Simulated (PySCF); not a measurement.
**`Cc1cocp1`: 4 charge schemes on one density**

C4H5OP.
Numbering: `[CH3:1][c:2]1[cH:3][o:4][cH:5][p:6]1` (hydrogens: H7, H8, H9 on C1; H10 on C3; H11 on C5)

Structure used (GFN2-xTB), in Å, numbered top down from 1:
```
atom  x, y, z in Å
C1    -1.7542   -0.2046    0.1840
C2    -0.2674   -0.1446    0.0754
C3     0.4376    0.9036   -0.4216
O4     1.7661    0.7630   -0.4329
C5     2.1233   -0.4235    0.0661
P6     0.8504   -1.4392    0.5794
H7    -2.0545   -0.3398    1.2221
H8    -2.1427   -1.0471   -0.3863
H9    -2.1993    0.7129   -0.1946
H10    0.0639    1.8358   -0.8081
H11    3.1821   -0.6140    0.0905
```

Density: PBE0/pcSseg-1 (PySCF); schemes: Mulliken, IAO, Hirshfeld and ESP-fitted. Isolated species at its GFN2-xTB geometry, gas phase.

Question: Atoms with like bonding are taken together and averaged. For which atoms does the sign change between the 4 schemes (beyond +0.03 e in one, beyond −0.03 e in another)?

Answer: C2, C3 and P6. Atomic charges aren't observables, and each scheme defines them in its own way.

Question: Do the Mulliken, IAO, Hirshfeld and ESP-fitted schemes agree on where the charge is highest?

Answer: The schemes don't all agree: Mulliken P6 (+0.370); IAO P6 (+0.264); Hirshfeld H10 (+0.062); ESP-fitted C2 (+0.262).

Question: Which atoms carry the lowest charge in the Mulliken, IAO, Hirshfeld and ESP-fitted schemes?

Answer: The schemes don't all agree: Mulliken C2 (-0.665); IAO C1 (-0.419); Hirshfeld C1 (-0.119); ESP-fitted C1 (-0.636).

Question: Tabulate the Mulliken, IAO, Hirshfeld and ESP-fitted charges.

Answer: In e; atoms taken as equivalent share a row and are averaged (×n: the atom named and its like, n in all):

```
    atom                        environment  Mulliken     IAO  Hirshfeld  ESP-fitted
      C1               benzylic-type carbon    -0.136  -0.419     -0.119      -0.636
      C2        substituted aromatic carbon    -0.665  -0.239     -0.077      +0.262
      C3  aromatic CH next to a ring oxygen    +0.270  +0.006     +0.004      -0.197
      O4                  furan-type oxygen    -0.326  -0.202     -0.051      -0.116
      C5  aromatic CH next to a ring oxygen    -0.132  -0.215     -0.045      -0.101
      P6           phosphorus bonded to 2 C    +0.370  +0.264     +0.032      -0.155
H7/H8/H9                    methyl hydrogen    +0.127  +0.154     +0.047      +0.184
     H10                  aromatic hydrogen    +0.108  +0.168     +0.062      +0.203
     H11                  aromatic hydrogen    +0.130  +0.177     +0.055      +0.188
```

Mean size of the charges over all atoms: Mulliken 0.229 e, ESP-fitted 0.219 e, IAO 0.196 e, Hirshfeld 0.053 e. Each set sums to the total charge, 0, to within 0.001 e. The ESP scheme is a least-squares fit of atom-centred charges to the potential on four shells outside the van der Waals surface, with the total charge fixed. The IAO scheme counts the electrons in orthogonalised intrinsic atomic orbitals, a minimal basis polarised so that it spans the occupied orbitals exactly.

Some averages cover members that differ in this geometry: H7/H8/H9, ESP-fitted +0.157 to +0.198 e.

Question: Sum the charges by element, for elements with more than one atom.

Answer: 
| element | atoms | Mulliken | IAO | Hirshfeld | ESP-fitted |
| --- | --- | --- | --- | --- | --- |
| C | 4 | -0.663 | -0.868 | -0.238 | -0.672 |
| H | 5 | +0.619 | +0.806 | +0.257 | +0.943 |

Question: How many electrons does the IAO scheme count on C1?

Answer: Z − q = 6 − (-0.419) = 6.419.

The run behind these numbers computed NMR shieldings as well. Cost: about 30 s of CPU time on one thread; the machine was shared, so the figure is rough.
